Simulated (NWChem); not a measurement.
System: hydrogen chloride (HCl); SMILES Cl

Input file for NWChem:

```
start job
memory heap 200 mb stack 900 mb global 1100 mb
geometry units angstroms noautosym nocenter noautoz
  Cl     0.000000     0.000000     0.071735
  H      0.000000     0.000000    -1.206875
end
basis spherical
  Cl library aug-pcseg-1
  H library aug-pcseg-1
end
dft
  xc pbe0
  iterations 150
end
cosmo
  do_cosmo_smd true
  solvent water
end
task dft energy
```

Parts of the log:

```
             Northwest Computational Chemistry Package (NWChem) 7.3.0
             --------------------------------------------------------

                             Geometry "geometry" -> ""
                             -------------------------

 Output coordinates in angstroms (scale by  1.889725989 to convert to a.u.)

  No.       Tag          Charge          X              Y              Z
 ---- ---------------- ---------- -------------- -------------- --------------
    1 Cl                  17.0000     0.00000000     0.00000000     0.07173500
    2 H                    1.0000     0.00000000     0.00000000    -1.20687500

 Effective nuclear repulsion energy (a.u.)       7.0357757510

                                 NWChem DFT Module
                                 -----------------

 Summary of "ao basis" -> "ao basis" (spherical)
 ------------------------------------------------------------------------------
       Tag                 Description            Shells   Functions and Types
 ---------------- ------------------------------  ------  ---------------------
 Cl                       aug-pcseg-1               11       27   5s4p2d
 H                        aug-pcseg-1                5        9   3s2p

 in cosmo_initialize ...
 calling solv_data for solv:h2o

 solvent parameters
 solvname_short: h2o
 solvname_long:  water
 dielec:       78.4000
 dielecinf:     1.7769
 aqueous SMD model solvent descriptors
 dielec:       78.4000
 sola:          0.8200

          ---------------
          -cosmo- solvent
          ---------------
 Cosmo: York-Karplus, doi: 10.1021/jp992097l
 dielectric constant -eps-     =  78.40
 screen = (eps-1)/(eps    )    =   0.98724
 surface charge correction     = lagrangian

   van der Waals surface
 --------------------------

 ---------- ATOMIC COORDINATES (A.U.) ------------ VDWR(ANG.) --
     1    0.00000000    0.00000000    0.13555949     2.380
     2    0.00000000    0.00000000   -2.28066305     1.200
 number of segments per atom =        128
 number of   points per atom =        128
 atom (   nspa,  nppa )
 ----------------------
    1 (    128,     0 )       0
    2 (     24,     0 )       0
 number of -cosmo- surface points =      152
 molecular surface =     70.593 angstrom**2
 molecular volume  =     57.641 angstrom**3
 -lineq- algorithm             =   0
 -bem- low  level              =   3
 -bem- from -octahedral-
 gaussian surface charge width =   4.50000
 degree of switching           =   1.00000
 switching function tolerance  =   0.00010
 atomic radii =
 --------------
    1 17.000  2.380
    2  1.000  1.200
 ...... end of -cosmo- initialization ......

 nat:                     2
 ixmem:                   309
 calling mnsol_interface()
 G(SMD-CDS) energy (kcal/mol)  =     1.178
 SMD-CDS SASA (angstrom**2)    =    62.979

            General Information
            -------------------
          SCF calculation type: DFT
          Wavefunction type:  closed shell.
          No. of atoms     :     2
          No. of electrons :    18
           Alpha electrons :     9
            Beta electrons :     9
          Charge           :     0
          Spin multiplicity:     1
          Use of symmetry is: off; symmetry adaption is: off
          Maximum number of iterations: 150
          AO basis - number of functions:    36
                     number of shells:    16
          Convergence on energy requested:  1.00D-06
          Convergence on density requested:  1.00D-05
          Convergence on gradient requested:  5.00D-04

              XC Information
              --------------
                         PBE0 Method XC Functional
                     Hartree-Fock (Exact) Exchange  0.250
          PerdewBurkeErnzerhof Exchange Functional  0.750
            Perdew 1991 LDA Correlation Functional  1.000 local
           PerdewBurkeErnz. Correlation Functional  1.000 non-local

             Grid Information
             ----------------
          Grid used for XC integration:  medium
          Radial quadrature: Mura-Knowles
          Angular quadrature: Lebedev.
          Tag              B.-S. Rad. Rad. Pts. Rad. Cut. Ang. Pts.
          ---              ---------- --------- --------- ---------
          Cl                  1.00       88          11.0       590
          H                   0.35       45          11.0       434
          Grid pruning is: on
          Number of quadrature shells:   133
          Spatial weights used:  Erf1

      Superposition of Atomic Density Guess
      -------------------------------------

 Sum of atomic energies:        -459.93672622

[...]

                                COSMO-SMD solvation results
                                ---------------------------

             internal energy in gas <Psi(g)|H|Psi(g)> =      -460.632623340091
         internal energy in solvent <Psi(s)|H|Psi(s)> =      -460.631949210574
                               delta internal energy  =         0.000674129517 (    0.42 kcal/mol)
   total free energy in solvent <Psi(s)|H+V/2|Psi(s)> =      -460.637280277488
 polarization energy contribution <Psi(s)|V/2|Psi(s)> =        -0.005331066914 (   -3.35 kcal/mol)
    total free energy in solvent including G(SMD-CDS) =      -460.635402487377
                       G(SMD-CDS) energy contribution =         0.001877790111 (    1.18 kcal/mol)
     1 M fixed-concentration free energy of solvation =        -0.002779147286 (   -1.74 kcal/mol)

                       DFT Final Molecular Orbital Analysis
                       ------------------------------------

 Vector    7  Occ=2.000000D+00  E=-4.850888D-01
              MO Center= -6.6D-09, -6.6D-09, -1.0D-01, r^2= 1.3D+00
   Bfn.  Coefficient  Atom+Function         Bfn.  Coefficient  Atom+Function
  ----- ------------  ---------------      ----- ------------  ---------------
    11      0.615480  1 Cl pz                28     -0.366719  2 H  s
     8     -0.246135  1 Cl pz                 3      0.239004  1 Cl s
    14      0.214012  1 Cl pz                 4      0.187794  1 Cl s
     2     -0.169428  1 Cl s                 20     -0.045388  1 Cl d  0
     5     -0.028275  1 Cl s                  1      0.026135  1 Cl s

 Vector    8  Occ=2.000000D+00  E=-3.491415D-01
              MO Center=  3.6D-09, -2.0D-09,  3.7D-02, r^2= 1.2D+00
   Bfn.  Coefficient  Atom+Function         Bfn.  Coefficient  Atom+Function
  ----- ------------  ---------------      ----- ------------  ---------------
     9      0.612358  1 Cl px                10     -0.474624  1 Cl py
    12      0.292880  1 Cl px                 6     -0.234232  1 Cl px
    13     -0.227004  1 Cl py                 7      0.181547  1 Cl py

 Vector    9  Occ=2.000000D+00  E=-3.491415D-01
              MO Center=  1.9D-08,  2.4D-08,  3.7D-02, r^2= 1.2D+00
   Bfn.  Coefficient  Atom+Function         Bfn.  Coefficient  Atom+Function
  ----- ------------  ---------------      ----- ------------  ---------------
    10      0.612358  1 Cl py                 9      0.474624  1 Cl px
    13      0.292880  1 Cl py                 7     -0.234232  1 Cl py
    12      0.227004  1 Cl px                 6     -0.181547  1 Cl px

 Vector   10  Occ=0.000000D+00  E=-4.965533D-03
              MO Center=  5.3D-08, -5.7D-08, -8.4D-01, r^2= 9.8D+00
   Bfn.  Coefficient  Atom+Function         Bfn.  Coefficient  Atom+Function
  ----- ------------  ---------------      ----- ------------  ---------------
    30      1.427113  2 H  s                  5     -0.849821  1 Cl s
    29      0.808149  2 H  s                  4     -0.451722  1 Cl s
    17      0.432650  1 Cl pz                14      0.350613  1 Cl pz
     3     -0.229312  1 Cl s                 11      0.208878  1 Cl pz
    28      0.157942  2 H  s                 36      0.151491  2 H  pz

 Vector   11  Occ=0.000000D+00  E= 5.888412D-02
              MO Center=  8.0D-07, -9.4D-07, -4.2D-01, r^2= 1.0D+01
   Bfn.  Coefficient  Atom+Function         Bfn.  Coefficient  Atom+Function
  ----- ------------  ---------------      ----- ------------  ---------------
     5      1.257931  1 Cl s                 30     -1.182276  2 H  s
    17      0.639207  1 Cl pz                36     -0.601438  2 H  pz
    28      0.301732  2 H  s                 25      0.185411  1 Cl d  0
     3     -0.171759  1 Cl s                 11      0.162847  1 Cl pz
    20      0.119602  1 Cl d  0               2      0.095080  1 Cl s

 Vector   12  Occ=0.000000D+00  E= 5.983236D-02
              MO Center=  2.2D-07,  3.8D-07,  3.9D-01, r^2= 8.7D+00
   Bfn.  Coefficient  Atom+Function         Bfn.  Coefficient  Atom+Function
  ----- ------------  ---------------      ----- ------------  ---------------
    17      1.109398  1 Cl pz                30      1.088581  2 H  s
     5     -0.883936  1 Cl s                 11     -0.395321  1 Cl pz
    36      0.360719  2 H  pz                25     -0.256816  1 Cl d  0
    14     -0.249174  1 Cl pz                28     -0.228946  2 H  s
    29      0.190515  2 H  s                  4     -0.137434  1 Cl s

     Multipole analysis of the density
     ---------------------------------

     L   x y z        total         alpha         beta         nuclear
     -   - - -        -----         -----         ----         -------
     0   0 0 0     -0.000000     -9.000000     -9.000000     18.000000

     1   1 0 0     -0.000000     -0.000000     -0.000000      0.000000
     1   0 1 0     -0.000000     -0.000000     -0.000000      0.000000
     1   0 0 1     -0.604671     -0.314259     -0.314259      0.023848

     2   2 0 0    -10.601061     -5.300530     -5.300530      0.000000
     2   1 1 0     -0.000000     -0.000000     -0.000000      0.000000
     2   1 0 1      0.000000      0.000000      0.000000      0.000000
     2   0 2 0    -10.601061     -5.300530     -5.300530      0.000000
     2   0 1 1      0.000000      0.000000      0.000000      0.000000
     2   0 0 2     -7.484855     -6.499339     -6.499339      5.513822
```

Level: PBE0/aug-pcseg-1, SMD on the gas-phase geometry. Coordinates come from a PBE0-D3(BJ)/def2-TZVP optimisation. Solvent: water.
